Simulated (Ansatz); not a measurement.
Saddle search on SiNH6, doublet by partitioned rational-function steps on PBE0-D4/def2-TZVP gradients (Ansatz 0.2.0), from this start:

H1  (-0.155, 0.745, 1.106)
Si2  (-0.372, 1.542, 2.349)
N3  (0.394, -2.216, -3.800)
H4  (-1.102, 2.801, 2.015)
H5  (0.947, 1.881, 2.960)
H6  (-1.177, 0.744, 3.320)
H7  (1.342, -2.285, -4.210)
H8  (0.123, -3.212, -3.740)
(Å)

```json
{"step": "1", "energy less the last (meV)": "5.5", "largest force (eV/Å)": "0.355", "curvature followed (eV/Å²)": "-0.02"}
{"step": "2", "energy less the last (meV)": "0.5", "largest force (eV/Å)": "0.159", "curvature followed (eV/Å²)": "-0.02"}
{"step": "3", "energy less the last (meV)": "24.7", "largest force (eV/Å)": "1.218", "curvature followed (eV/Å²)": "-0.52"}
{"step": "4", "energy less the last (meV)": "0.6", "largest force (eV/Å)": "0.162", "curvature followed (eV/Å²)": "-0.88"}
{"step": "5", "energy less the last (meV)": "0.2", "largest force (eV/Å)": "0.081", "curvature followed (eV/Å²)": "-0.87"}
{"step": "6", "energy less the last (meV)": "0.0", "largest force (eV/Å)": "0.018", "curvature followed (eV/Å²)": "-0.87"}
{"step": "7", "energy less the last (meV)": "0.0", "largest force (eV/Å)": "0.013", "curvature followed (eV/Å²)": "-0.94"}
{"step": "8", "energy less the last (meV)": "0.0", "largest force (eV/Å)": "0.008", "curvature followed (eV/Å²)": "-0.63"}
```

The search ended at:

```
8
angstrom
H -0.1536 0.7524 1.1202
Si -0.3700 1.5487 2.3540
N 0.3793 -2.2499 -3.8037
H -1.1042 2.7951 2.0196
H 0.9420 1.8956 2.9571
H -1.1633 0.7537 3.3255
H 1.3522 -2.2534 -4.1320
H 0.1177 -3.2423 -3.8408
```
